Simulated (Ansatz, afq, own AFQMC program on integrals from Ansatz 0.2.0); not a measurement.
AFQMC on a folder of integrals that Ansatz 0.2.0 wrote.

```yaml
crystal:
  periodic: [false, false, false]
  atoms:
    - {symbol: B, position_ang: [0.000000, -0.087683, 0.196986]}
    - {symbol: H, position_ang: [0.000000, 1.833625, -2.626275]}
    - {symbol: H, position_ang: [0.000000, -0.087683, 1.371200]}
    - {symbol: H, position_ang: [0.000000, -0.805467, -0.857760]}
basis:
  gaussian: {orbitals: cc-pVDZ}
total_charge: 1
magnetization: {spin_polarized: true, initial_magnetization: 1}
correlation: {method: ccsd_t, electrons: outside_noble_gas, hamiltonian_folder: ham}
```

```sh
$ ansatz run in.yaml --threads 1 --pin off --events-out ev --progress --plain --max-ram 1382MiB
```

afq runs on the folder ham with

```
--method free --trial cid --walkers 50 --time-step 0.05 --max-blocks 30 --target-error 0.00108 --factor-cut 0.001 --seed 3372 --times 0.0,0.4,0.8,1.6,2.4 --taylor-order 4
```

Times are imaginary, in 1/Eh. The walk had a cap of 213 s.

Log:

```
orbitals 28  electrons 3 2  factors 132 of 262
reference energy -25.95199489 Eh
CCSD correlation -0.07575238 Eh in 10 cycles, weight of the determinant in the CISD state 0.9560
repeat  energy at the last time / Eh  error
    10  -26.028765  0.000266
    20  -26.028841  0.000140
    30  -26.028866  0.000103
time / (1/Eh)  energy / Eh  error  mean overlap
  0.00  -26.027728  0.000019  1.0451
  0.40  -26.028265  0.000042  1.0468
  0.80  -26.028489  0.000066  1.0475
  1.60  -26.028775  0.000081  1.0264
  2.40  -26.028866  0.000103  1.0241
energy -26.028866 +/- 0.000103 Eh
```

The run passed its tests (error under three times the target), which doesn't prove that it has relaxed.

Against this walk (error 2.8 meV) on the same determinant: CCSD(T) 9.7 meV higher, CCSDT(Q) 1.8 meV higher (within the noise), full CI 1.7 meV higher (within the noise). The error is statistical, and a free projection of finite length keeps a remainder of its start. The last points still move (meV from the last: 31.0 ± 0.5 at 0.00, 16.3 ± 1.1 at 0.40, 10.3 ± 1.8 at 0.80, 2.5 ± 2.2 at 1.60, 0 ± 3 at 2.40), but the last one has reached full CI within the noise or passed it, so little can be left to fall.

Cautions: remainder of the start not in the error; the coarse factor cut changes the integrals a little; the time-step error isn't removed.

The walk took 14 s on 1 thread of Arm Neoverse N1 (shared host). The log's last line is the free-projection energy.

CCSDT and higher add their correlation energy to the determinant of the CCSD(T) run, since their own runs factorise the integrals more tightly (a shift of under 2 meV). A walk keeps the symmetry of its determinant, which the program's search chose and which needn't be the lowest solution, so a lower state of the same spin and another symmetry isn't excluded.
